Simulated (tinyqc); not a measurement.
Inside a calculation. Method: harmonic frequencies on the B3LYP (VWN-RPA form)/sto-3g surface (energies and gradients from PySCF), for H2O, spin multiplicity 1. One step of it, computed by the program tinyqc.

Question. Normal modes. Diagonalise H_ij / sqrt(m_i m_j); the 6 smallest eigenvalues belong to translations and rotations; wavenumber = sqrt(eigenvalue / 1822.888) x 219474.63; each mode has its largest component positive (the first on a tie); zero-point energy = sum of wavenumbers / 2, with 349.755 1/cm per kcal/mol.

Hessian (symmetrised) (hartree/bohr^2), lower triangle:
```
             1Ox          1Oy          1Oz          2Hx          2Hy          2Hz          3Hx          3Hy
1Ox   0.00085171
1Oy  -0.00999991   0.58975340
1Oz  -0.01958845  -0.00367124   0.51043762
2Hx  -0.00073172   0.01530646   0.01179781   0.00071182
2Hy   0.01134792  -0.31221081  -0.15461338  -0.01383125   0.34721447
2Hz   0.01356541  -0.25738596  -0.23766150  -0.01217479   0.20397969   0.22471544
3Hx  -0.00016702  -0.00531978   0.00781647   0.00001145   0.00250606  -0.00141797   0.00021107
3Hy  -0.00134581  -0.27753881   0.15826883  -0.00145900  -0.03501638   0.05341631   0.00279531   0.31256411
3Hz   0.00604270   0.26105415  -0.27280998   0.00034778  -0.04937494   0.01296547  -0.00638897  -0.21167345

            3Hz
3Hz  0.25985893
```

masses (u): 1O 15.994915, 2H 1.007825, 3H 1.007825

Give: eigenvalues of the mass-weighted Hessian; harmonic wavenumbers of the vibrations; mass-weighted modes; zero-point energy.

Answer.

eigenvalues of the mass-weighted Hessian (hartree/(bohr^2 u)): 0.0000  0.0000  0.0000  0.0000  0.0000  0.0000  0.1539  0.4940  0.5573

harmonic wavenumbers of the vibrations (1/cm): 2016.9  3613.0  3837.5

mass-weighted modes:
```
      mode 1   mode 2   mode 3
1Ox   0.0102   0.0082   0.0040
1Oy  -0.0109  -0.0086  -0.2570
1Oz  -0.2615  -0.2078   0.0108
2Hx  -0.0136  -0.0249  -0.0257
2Hy  -0.4177   0.5702   0.5308
2Hz   0.5394   0.3904   0.4297
3Hx  -0.0273  -0.0077   0.0098
3Hy   0.4611  -0.5359   0.4931
3Hz   0.5024   0.4373  -0.4727
```

zero-point energy = 13.5343 kcal/mol
